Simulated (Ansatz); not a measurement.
# AlCN (triplet): correlated methods under varied settings

An exercise on one series of results from a longer session: the logs are not shown, and one member is left open.

Method: the settings change from run to run; program: Ansatz 0.2.0, Gaussian basis.

22 further runs of the same task are left out: 4 for a known fault of the program, 7 that didn't finish, 11 set aside as unsound or not needed.

### The geometry

The geometry is a PBE0/def2-TZVP stationary point (not a proven minimum) of the parent state, kept for this charge and spin.

3 atoms, charge 0, spin multiplicity 3.

Atoms are counted from 1 here; the program's logs count them from 0.

Bond lengths: Al1–C2 2.025 Å, C2–N3 1.157 Å. Angles: Al1–C2–N3 180.0°.

The first run:

Input file in.yaml:

```yaml
crystal:
  periodic: [false, false, false]
  atoms:
    - {symbol: Al, position_ang: [0.000000, 0.000000, 1.735900]}
    - {symbol: C, position_ang: [0.000000, 0.000000, -0.289400]}
    - {symbol: N, position_ang: [0.000000, 0.000000, -1.446500]}
basis:
  gaussian: {orbitals: cc-pVDZ, fitting: {mean_field: def2-universal-jkfit}}
magnetization: {spin_polarized: true, initial_magnetization: 2}
hamiltonian: {xc: {name: PBE}}
correlation: {method: ccsd_t, electrons: all}
accuracy: high
```

Run with:

```bash
> ansatz run in.yaml --threads 1 --pin off --events-out ev --progress --plain --max-ram 2393MiB
```

Steps of the session up to this table: CCSD(T)/cc-pVDZ; CCSD(T) on ROHF/cc-pVDZ; BCCD on ROHF/cc-pVDZ; BCCD(T) on ROHF/cc-pVDZ; BCCD(T)/cc-pVDZ.

One table of the session follows, with a row left open; its other results are not shown here.

| level | from RCCSDT(Q) (meV) |
| --- | --- |
| CCSD(T)/cc-pVDZ (on PBE orbitals) |  |
| CCSD(T) on ROHF/cc-pVDZ | 61.5 |
| BCCD on ROHF/cc-pVDZ | ? |
| BCCD(T) on ROHF/cc-pVDZ | 60.4 |
| BCCD(T)/cc-pVDZ (on r2SCAN orbitals) | 112.8 |

**Question.** Estimate the row for BCCD on ROHF/cc-pVDZ.

As computed: from RCCSDT(Q) (meV): 474.2. In the column «from RCCSDT(Q) (meV)» it is the highest.
